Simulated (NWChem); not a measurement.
Program: NWChem. System: CH$_{2}$O$_{2}$, charge 0, spin multiplicity 1, displaced from the optimised geometry. Level: MP2/cc-pVDZ, 3 core orbitals frozen, spin-restricted.

Input file:

```
start mol
memory heap 200 mb stack 900 mb global 1100 mb
geometry units angstroms nocenter noautoz noautosym
  O      0.744122     0.827576     0.000000
  C      0.177284    -0.377620     0.000000
  O     -1.000647    -0.584248     0.000000
  H      0.024469     1.480561     0.000000
  H      1.554080    -1.749349     0.000000
end
basis spherical
  * library cc-pvdz
end
scf
  rhf
  nopen 0
  maxiter 100
  thresh 1e-7
  semidirect memsize 60000000 filesize 0
end
mp2
  freeze core 3
end
task mp2 energy
```

NWChem printed:

```
             Northwest Computational Chemistry Package (NWChem) 7.3.0
             --------------------------------------------------------

                                NWChem Input Module
                                -------------------

 Scaling coordinates for geometry "geometry" by  1.889725989
 (inverse scale =  0.529177249)

                             Geometry "geometry" -> ""
                             -------------------------

 Output coordinates in angstroms (scale by  1.889725989 to convert to a.u.)

  No.       Tag          Charge          X              Y              Z
 ---- ---------------- ---------- -------------- -------------- --------------
    1 O                    8.0000     0.74412200     0.82757600     0.00000000
    2 C                    6.0000     0.17728400    -0.37762000     0.00000000
    3 O                    8.0000    -1.00064700    -0.58424800     0.00000000
    4 H                    1.0000     0.02446900     1.48056100     0.00000000
    5 H                    1.0000     1.55408000    -1.74934900     0.00000000

 Effective nuclear repulsion energy (a.u.)      68.1531220790

            Nuclear Dipole moment (a.u.)
            ----------------------------
        X                 Y               Z
 ---------------- ---------------- ----------------
     1.1150384887    -1.1109396731     0.0000000000


 Summary of "ao basis" -> "" (spherical)
 ------------------------------------------------------------------------------
       Tag                 Description            Shells   Functions and Types
 ---------------- ------------------------------  ------  ---------------------
 *                          cc-pvdz                   on all atoms

 Summary of "ao basis" -> "ao basis" (spherical)
 ------------------------------------------------------------------------------
       Tag                 Description            Shells   Functions and Types
 ---------------- ------------------------------  ------  ---------------------
 O                          cc-pvdz                  6       14   3s2p1d
 C                          cc-pvdz                  6       14   3s2p1d
 H                          cc-pvdz                  3        5   2s1p

                                 NWChem SCF Module
                                 -----------------

  ao basis        = "ao basis"
  functions       =    52
  atoms           =     5
  closed shells   =    12
  open shells     =     0
  charge          =   0.00
  wavefunction    = RHF
  use symmetry    = F
  symmetry adapt  = F

 Summary of "ao basis" -> "ao basis" (spherical)
 ------------------------------------------------------------------------------
       Tag                 Description            Shells   Functions and Types
 ---------------- ------------------------------  ------  ---------------------
 O                          cc-pvdz                  6       14   3s2p1d
 C                          cc-pvdz                  6       14   3s2p1d
 H                          cc-pvdz                  3        5   2s1p

 Forming initial guess at       0.0s

      Superposition of Atomic Density Guess
      -------------------------------------

 Sum of atomic energies:        -188.19204631

      Non-variational initial energy
      ------------------------------

 Total energy =    -189.019017
 1-e energy   =    -392.719174
 2-e energy   =     135.547035
 HOMO         =      -0.292263
 LUMO         =      -0.033500

 Starting SCF solution at       0.4s

 ----------------------------------------------
         Quadratically convergent ROHF

 Convergence threshold     :          1.000E-07
 Maximum no. of iterations :          100
 Final Fock-matrix accuracy:          1.000E-09
 ----------------------------------------------

              iter       energy          gnorm     gmax       time
             ----- ------------------- --------- --------- --------
                 1     -188.5438096981  1.30D+00  3.66D-01      0.4
                 2     -188.6305134286  3.13D-01  6.76D-02      0.4
                 3     -188.6397359135  1.36D-02  6.21D-03      0.4
                 4     -188.6397806902  1.26D-04  4.12D-05      0.5
                 5     -188.6397806921  5.48D-09  1.50D-09      0.6

       Final RHF  results
       ------------------

         Total SCF energy =   -188.639780692112
      One-electron energy =   -393.516108586637
      Two-electron energy =    136.723205815518
 Nuclear repulsion energy =     68.153122079008

        Time for solution =      0.2s

             Final eigenvalues
             -----------------

              1
    1  -20.6525
    2  -20.6005
    3  -11.4588
    4   -1.5017
    5   -1.4025
    6   -0.8661
    7   -0.7344
    8   -0.6861
    9   -0.6567
   10   -0.5608
   11   -0.5157
   12   -0.3990
   13    0.0446
   14    0.1693
   15    0.1872
   16    0.4132
   17    0.4522
   18    0.6165
   19    0.6350
   20    0.7091
   21    0.7755
   22    0.8370

                       ROHF Final Molecular Orbital Analysis
                       -------------------------------------

 Vector   10  Occ=2.000000D+00  E=-5.607519D-01
              MO Center= -9.4D-02, -2.3D-01, -1.6D-16, r^2= 2.0D+00
   Bfn.  Coefficient  Atom+Function         Bfn.  Coefficient  Atom+Function
  ----- ------------  ---------------      ----- ------------  ---------------
    33      0.436381  3 O  py                 4      0.340810  1 O  px
    36      0.288212  3 O  py                 7      0.234719  1 O  px
    18     -0.229105  2 C  px                43     -0.163004  4 H  s

 Vector   11  Occ=2.000000D+00  E=-5.157345D-01
              MO Center= -2.4D-01, -3.2D-02, -3.3D-16, r^2= 1.7D+00
   Bfn.  Coefficient  Atom+Function         Bfn.  Coefficient  Atom+Function
  ----- ------------  ---------------      ----- ------------  ---------------
    34      0.457457  3 O  pz                 6     -0.411734  1 O  pz
    37      0.334922  3 O  pz                 9     -0.328238  1 O  pz
    20      0.164277  2 C  pz

 Vector   12  Occ=2.000000D+00  E=-3.989934D-01
              MO Center=  5.7D-01, -1.0D+00,  1.9D-16, r^2= 2.4D+00
   Bfn.  Coefficient  Atom+Function         Bfn.  Coefficient  Atom+Function
  ----- ------------  ---------------      ----- ------------  ---------------
    49      0.330714  5 H  s                 33      0.327986  3 O  py
    48      0.315999  5 H  s                 36      0.276144  3 O  py
    17      0.253175  2 C  s                  3     -0.163629  1 O  s
    18      0.155390  2 C  px

 Vector   13  Occ=0.000000D+00  E= 4.461323D-02
              MO Center=  9.9D-01, -1.1D+00,  1.4D-16, r^2= 3.0D+00
   Bfn.  Coefficient  Atom+Function         Bfn.  Coefficient  Atom+Function
  ----- ------------  ---------------      ----- ------------  ---------------
    49      0.735004  5 H  s                 17     -0.581073  2 C  s
    44     -0.376074  4 H  s                  3      0.308648  1 O  s
    22      0.306376  2 C  py                48      0.278017  5 H  s
    18     -0.263276  2 C  px                21     -0.241169  2 C  px
    19      0.237470  2 C  py                16     -0.178164  2 C  s

 Vector   14  Occ=0.000000D+00  E= 1.693220D-01
              MO Center=  2.1D-02, -3.8D-01, -1.1D-16, r^2= 1.7D+00
   Bfn.  Coefficient  Atom+Function         Bfn.  Coefficient  Atom+Function
  ----- ------------  ---------------      ----- ------------  ---------------
    23      0.737438  2 C  pz                20      0.508712  2 C  pz
    37     -0.481896  3 O  pz                34     -0.343078  3 O  pz
     9     -0.304617  1 O  pz                 6     -0.224333  1 O  pz

 Vector   15  Occ=0.000000D+00  E= 1.872366D-01
              MO Center= -1.1D-01,  1.5D+00, -2.9D-17, r^2= 2.7D+00
   Bfn.  Coefficient  Atom+Function         Bfn.  Coefficient  Atom+Function
  ----- ------------  ---------------      ----- ------------  ---------------
    44      1.484668  4 H  s                 17     -0.622598  2 C  s
     3     -0.552218  1 O  s                  8     -0.469184  1 O  py
     7      0.259482  1 O  px                 5     -0.197716  1 O  py
    49      0.194631  5 H  s                  4      0.156904  1 O  px

 center of mass
 --------------
 x =  -0.01580548 y =  -0.03739248 z =   0.00000000

 moments of inertia (a.u.)
 ------------------
          83.566305262223         -56.017965033244           0.000000000000
         -56.017965033244          98.850203844764           0.000000000000
           0.000000000000           0.000000000000         182.416509106987

  Mulliken analysis of the total density
  --------------------------------------

    Atom       Charge   Shell Charges
 -----------   ------   -------------------------------------------------------
    1 O    8     8.23   2.00  0.84  0.85  2.83  1.69  0.02
    2 C    6     5.67   2.00  0.70  0.45  1.69  0.59  0.23
    3 O    8     8.30   2.00  0.85  0.91  2.77  1.74  0.02
    4 H    1     0.80   0.66  0.07  0.08
    5 H    1     0.99   0.47  0.52  0.01

       Multipole analysis of the density wrt the origin
       ------------------------------------------------

     L   x y z        total         open         nuclear
     -   - - -        -----         ----         -------
     0   0 0 0     -0.000000      0.000000     24.000000

     1   1 0 0      0.232693      0.000000      1.115038
     1   0 1 0      0.660538      0.000000     -1.110940
     1   0 0 1      0.000000      0.000000      0.000000

     2   2 0 0    -15.396485      0.000000     53.724651
     2   1 1 0     -2.499239      0.000000     23.281453
     2   1 0 1      0.000000      0.000000      0.000000
     2   0 2 0    -11.285316      0.000000     51.129378
     2   0 1 1      0.000000      0.000000      0.000000
     2   0 0 2    -12.995121      0.000000      0.000000

                   NWChem MP2 Semi-direct Energy/Gradient Module
                   ---------------------------------------------

  Basis functions       =     52
  Molecular orbitals    =     52
  Frozen core           =      3
  Frozen virtuals       =      0
  Active alpha occupied =      9
  Active beta occupied  =      9
  Active alpha virtual  =     40
  Active beta virtual   =     40
  Use MO symmetry       = F
  Use skeleton AO sym   = F

  AO/Fock/Back tols     =   1.0D-09  1.0D-09  1.0D-09

 GA uses MA = F    GA memory limited = T

 Available:
  local mem=  1.26D+08
 global mem=  1.44D+08
 local disk=  0.00D+00
  mp2_memr nvloc                    40
  nvloc new                    40
   1 passes of   9:        3145728                      14696                   1691364.
   1 passes of   9: M    126154115           G      144173792           F     123008387.

 Semi-direct pass number   1 of   1  for RHF alpha+beta  at        0.6s
  vrange nnbf                  1378
  mp2_eaftype                    10  avail_ma_in_mb                  1099
 EAF : mp2_eaftype filesize          10     845682.
  mp2_eaf for mointskh                     10
Node 0 wrote      4.0 Mb in      0.0 s     Agg I/O rate:  1330.7 Mb/s
 Done moints_semi at        1.5s
  mp2_eaftype                    10  avail_ma_in_mb                  1089
 EAF : mp2_eaftype filesize          10     845682.
  mp2_eaf for kh                    10
 Done maket at        1.5s
 Done multipass loop at        1.5s

          -------------------------------------------
          SCF energy                -188.639780692112
          Correlation energy          -0.523024201635
          Singlet pairs               -0.316421581765
          Triplet pairs               -0.206602619870
          Total MP2 energy          -189.162804893747
          -------------------------------------------

          ---------------------------------------------------
                    Spin Component Scaled (SCS) MP2
          Same spin pairs                     -0.137735079913
          Same spin scaling factor             0.333333333333
          Opposite spin pairs                 -0.385289121722
          Opposite spin scaling fact.          1.200000000000
          SCS-MP2 correlation energy          -0.508258639371
          Total SCS-MP2 energy              -189.148039331482
          ---------------------------------------------------

 -----------------------
 Performance information
 -----------------------

 Timer overhead =  1.36D-07 seconds/call

               Nr. of calls         CPU time (s)                 Wall time (s)                GFlops
             ---------------    -------------------     ------------------------------   -------------------
Name         Min   Avg   Max    Min     Avg     Max     Min     Avg     Max   Mx/calls   Min     Max     Sum
mp2: moin     1     1     1   0.86    0.86    0.86     0.86    0.86    0.86    0.86      0.0     0.0     0.0
mp2: make     1     1     1   4.75E-2 4.75E-2 4.75E-2  4.75E-2 4.75E-2 4.75E-2 4.75E-2   0.0     0.0     0.0
mp2: tota     1     1     1   0.92    0.92    0.92     0.92    0.92    0.92    0.92      0.0     0.0     0.0

 The average no. of pstat calls per process was 3.00D+00
 with a timing overhead of 4.07D-07s

 Task  times  cpu:        1.5s     wall:        1.5s

 Total times  cpu:        1.5s     wall:        1.5s
```
